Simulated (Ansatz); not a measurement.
# BClFH: the cost of one run

Method: RKS PBE-D4/cc-pVDZ, in Ansatz 0.2.0.

### Step 1. The system as given

Bond lengths: B1–F2 1.320 Å, B1–Cl3 1.860 Å, B1–H4 1.190 Å. Angles: F2–B1–Cl3 120.0°, F2–B1–H4 120.0°, Cl3–B1–H4 120.0°.

Coordinates:

```xyz
4

B     0.0000    0.0000    0.0000
F     0.0000    0.0000    1.3200
Cl    1.6108    0.0000   -0.9300
H    -1.0305    0.0000   -0.5950
```

### Step 2. Preparing the start

input.yaml

```yaml
crystal:
  periodic: [false, false, false]
  atoms:
    - { symbol: B, position_ang: [0.0, 0.0, 0.0] }
    - { symbol: F, position_ang: [0.0, 0.0, 1.32] }
    - { symbol: Cl, position_ang: [1.6108, 0.0, -0.93] }
    - { symbol: H, position_ang: [-1.0305, 0.0, -0.595] }
basis:
  gaussian: { orbitals: cc-pVDZ }
hamiltonian:
  xc: pbe
  dispersion: d4
relax:
  f_tol: 0.02
  max_steps: 40
```

On the command line:

```
ansatz run input.yaml --threads 1 --pin off --max-ram 2048MiB --backend cpu --events-out ev --progress --plain --runs-dir out
```

What time and memory should one allow on 1 thread of Arm Neoverse V1, shared host?

About 6.6 s, with a peak of 0.11 GiB.
